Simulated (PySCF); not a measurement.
Species: H6OPSi (charge +1).
Geometry (PBE0-D3(BJ)/def2-SVP, Å), atoms numbered from 1 in this order:
```
atom  x, y, z in Å
O1    -1.562    0.783   -0.483
Si2   -1.132   -0.641    0.189
P3     1.165   -0.318    0.021
H4    -2.472    1.054   -0.657
H5    -1.362   -1.869   -0.608
H6    -1.345   -0.797    1.647
H7     1.588    0.871    0.655
H8     1.605   -0.202   -1.315
H9     1.953   -1.345    0.587
```

Computed with EOM-IP-CCSD/aug-cc-pVDZ in PySCF, restricted Hartree–Fock reference, 11 core orbitals frozen, non-relativistic, gas phase, PBE0-D3(BJ)/def2-SVP geometry.

Hartree–Fock orbital energies give these Koopmans values (eV): HOMO 17.77, HOMO-1 17.87, HOMO-2 20.15, HOMO-3 20.25.

Problem. What vertical ionisation energies does EOM-IP-CCSD give?

Solution. 
```csv
leading hole (HF orbital),Koopmans (eV),EOM-IP-CCSD (eV),change (eV),one-hole share
HOMO,17.77,16.60,-1.17,0.95
HOMO-1,17.87,17.10,-0.77,0.95
HOMO-2,20.15,18.79,-1.36,0.94
HOMO-3,20.25,18.81,-1.44,0.95
```

Problem. Does the order of the lines follow the orbital energies?

Solution. Yes, no two lines change places. The corrections run from -1.44 to -0.77 eV, with a mean of -1.18 eV over the 4 lines; no line lies above its Koopmans value. Koopmans values leave out both the relaxation of the orbitals and the change in correlation energy.

Problem. At what kinetic energies would He II light (40.81 eV) eject these electrons?

Solution. 24.21 eV (HOMO), 23.71 eV (HOMO-1), 22.02 eV (HOMO-2), 22.00 eV (HOMO-3).

Problem. What total energy has the lowest final state, and which wavelength reaches it?

Solution. E(CCSD) + ionisation energy = -708.31216 + 0.60994 = -707.70222 Eh, at the geometry of the initial state. The threshold wavelength is 1239.84 eV nm/16.60 eV = 74.7 nm.

Lines less than 0.15 eV apart could change places at a higher level. One root was sought for each valence orbital with −ε under 21 eV, eight at most, so deeper holes and satellites are missing; no vibrational structure.

One conformer stands for the species.
